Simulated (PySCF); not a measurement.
# SVWN5/6-31G(d) (spherical functions, preoptimised minimum) run of [NO2]− (nitrite)

Wanted: an optimisation with harmonic vibrations of [NO2]− (nitrite). 

Program for the calculation: PySCF 2.14.0.

## (1) The molecule

[NO2]− has 3 atoms, charge -1, and is taken as a singlet. As SMILES, `O=N[O-]`. The shape is that of a PBE0-D4/def2-TZVPD symmetrised optimisation. The run starts from this shape.

Bond lengths: O1–N2 1.245 Å, N2–O3 1.245 Å. Angles: O1–N2–O3 116.8°.

## (2) An optimisation with harmonic vibrations at SVWN5/6-31G(d) (spherical functions, preoptimised minimum)

job.py reads:

```python
# nitrite
import numpy
from pyscf import gto, dft, symm
from pyscf.hessian import thermo
from pyscf.geomopt.geometric_solver import kernel as optimise

mol = gto.M(
    atom='''
O      0.336952     0.982025     0.294205
N      0.339859    -0.256027     0.158573
O     -0.634481    -0.757883    -0.433027
''',
    charge=-1,
    basis='6-31g*',
    max_memory=1860,
    verbose=3,
    spin=0,
)

mf = dft.RKS(mol, xc='svwn')
mf.conv_tol = 1e-10
mf.grids.level = 5
converged, mol_eq = optimise(mf, maxsteps=60, convergence_set='GAU_TIGHT')
print('converged:', converged)
print(mol_eq.tostring())

mf.reset(mol_eq)
mol = mol_eq
mf.kernel()
if not mf.converged:
    mf = mf.newton().run(mf.mo_coeff, mf.mo_occ)
e_tot = mf.e_tot
print('E = %.10f Eh' % e_tot)
hess = mf.Hessian().kernel()
modes = thermo.harmonic_analysis(mol, hess)
print('frequencies (1/cm)', numpy.round(modes['freq_wavenumber'], 1))
symm.geom.TOLERANCE = 1e-3  # for the symmetry number
th = thermo.thermo(mf, modes['freq_au'], 298.15, 101325)
thermo.dump_thermo(mol, th)
```

Run with:

```console
$ OMP_NUM_THREADS=1 python job.py
```

**Question.** What will come out? Wanted: total energy; HOMO energy; LUMO energy; HOMO–LUMO gap; lowest harmonic wavenumber; highest harmonic wavenumber; zero-point energy; ideal-gas entropy at 298.15 K.

**Answer.** As computed:

At SVWN5/6-31G* (spherical functions, preoptimised minimum):

| quantity | value |
| --- | --- |
| total energy | -203.63161 Eh |
| HOMO energy | 3.03 eV |
| LUMO energy | 5.67 eV |
| HOMO–LUMO gap (to an unbound level, set by the basis) | 2.64 eV |
| lowest harmonic wavenumber | 784 cm⁻¹ |
| highest harmonic wavenumber | 1369 cm⁻¹ |
| zero-point energy | 20.9 kJ/mol |
| ideal-gas entropy at 298.15 K (symmetry number 2 as used) | 56.7 cal/(mol K) |

**Reading.** At the final geometry: Bond lengths: O1–N2 1.270 Å, N2–O3 1.270 Å. Angles: O1–N2–O3 115.5°. All 3 modes are real, so the shape is a minimum at this level. The HOMO lies at positive energy, 3.03 eV, as semi-local functionals often give for anions; only total energies tell whether the electron is bound.
